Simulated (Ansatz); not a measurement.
## InP, pressure series

The reference is InP in the zinc blende structure (space group F-43m, No. 216; a = 5.907 Å).

Cell and atoms are relaxed at each pressure.

Method: plane-wave PAW DFT at the r2SCAN level (Ansatz, a program for electronic structure, 500 eV), without spin-orbit coupling.

```csv
pressure (GPa),volume per atom (Å³/atom)
-1,26.158
0,25.762
0.9,25.438
2.1,25.036
4.5,24.317
9,23.216
15,22.064
22.5,?
30,20.038
```

Question: Fit the third-order Birch–Murnaghan form P(V) = (3B₀/2)[(V₀/V)^(7/3) − (V₀/V)^(5/3)]·[1 + (3/4)(B₀′ − 4)((V₀/V)^(2/3) − 1)] (squares taken in P) to the rows shown and predict the withheld row.

Answer: Least squares on the printed values gives V₀ = 25.763 Å³/atom, B₀ = 69.0 GPa, B₀′ = 4.3; this predicts 20.936 Å³/atom, and the run gives 20.939 Å³/atom, 0.003 higher.

Measured bulk modulus of InP: 72 GPa (static lattice; corrected from measurement; as listed in Daniel Mejia-Rodriguez, S. B. Trickey, Phys. Rev. B (2018)); the computed value is 4 % below it.

Load acts through the strain it causes; cell and atoms are relaxed under it. No phonon test of stability was made. Measured, InP leaves this structure (for rock salt) near 9.8 GPa (temperature not stated; as listed in Datta, Sujoy, Jana, Debnarayan, arXiv (2020)).
